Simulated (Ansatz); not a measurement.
Results of PBE0 in Ansatz (PAW) for BaBiO₂Cl (Cmcm, No. 63; cell taken from a computed entry).

Settings: plane-wave cutoff 460 eV, 4×4×4 k mesh, Fermi–Dirac smearing 0.01 eV, scalar-relativistic PAW data made under PBE.

Cell (relaxed with PBEsol):

Space group Cmcm (No. 63); a = 5.856 Å, b = 12.840 Å, c = 5.686 Å, α = 90.00°, β = 90.00°, γ = 90.00°

```tsv
atom	site	symmetry	x	y	z
Ba	4c	m2m	0.0000	0.6190	0.2500
Bi	4c	m2m	0.0000	0.0776	0.7500
Cl	4c	m2m	0.0000	0.2538	0.2500
O	8e	2..	0.2290	0.0000	0.0000
```
(The calculation used a cell of 10 atoms; values per cell refer to that cell.)

Task: What does this level give for the band gap, smallest direct gap on the k points sampled and Γ–Γ gap?

Result: 
- band gap: 5.12 eV
- smallest direct gap on the k points sampled: 5.16 eV
- Γ–Γ gap: 5.84 eV

Note: cell and atoms aren't relaxed at this level (pressure 0.7 GPa); this cell isn't known to be the ambient phase, and symmetry holds it in the calculation.

Spin–orbit coupling is not included; with these elements it can move the gap by several tenths of an eV or more.

Static lattice: no zero-point or thermal effects.

Ansatz is a quantum-chemistry and plane-wave program.
